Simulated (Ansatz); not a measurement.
Results of PBE+SOC in Ansatz (PAW) for rhombohedral A7 Bi.

Run with plane-wave cutoff 520 eV, 18×18×18 k mesh, Fermi–Dirac smearing 0.043 eV (set by the program), PAW data made under PBE.

Computed at the level's own relaxed cell.

Elastic tensor (GPa, Voigt notation, ions relaxed):

```
   49.7    19.4    15.7    -1.9     0.0     0.0
   19.4    49.7    15.7     1.9     0.0     0.0
   15.7    15.7    24.9     0.0     0.0     0.0
   -1.9     1.9     0.0     2.0     0.0     0.0
    0.0     0.0     0.0     0.0     2.0    -1.9
    0.0     0.0     0.0     0.0    -1.9    15.1
```

Question: Work out the Voigt, Reuss and Hill averages of the bulk and shear moduli, Young's modulus and Poisson's ratio from the printed constants.

Answer: K_V = [C11 + C22 + C33 + 2(C12 + C13 + C23)]/9 = [124.3 + 2 × 50.8]/9 = 25.1 GPa. G_V = [124.3 − 50.8 + 3 × 19.1]/15 = 8.7 GPa. From the compliances S = C⁻¹, K_R = 21.9 and G_R = 3.6 GPa. Hill means: K = 23.5, G = 6.1 GPa. E = 9KG/(3K + G) = 17 GPa, ν = (3K − 2G)/(6K + 2G) = 0.38, K/G = 3.85.

Measured, for comparison: elastic constant C11 69.3 GPa, elastic constant C12 24.5 GPa, elastic constant C44 13.5 GPa, elastic constant C33 40.4 GPa, elastic constant C13 25.4 GPa (4 K, zero-point motion not removed; as tabulated in Arnaud et al. (2016), arXiv:1602.08959); elastic constant C66 19.4 GPa (301 K, no zero-point or thermal correction; as tabulated in Elastic Constants of Bismuth (J. Appl. Phys.)). Computed (rounded) less measured: elastic constant C11 -28 %, elastic constant C12 -21 %, elastic constant C44 -85 %, elastic constant C33 -38 %, elastic constant C13 -38 %, elastic constant C66 -22 %.

Note: the cell comes from a level without a dispersion term, which matters for the spacing of layers, chains or molecules.

Ansatz is an electronic-structure program.
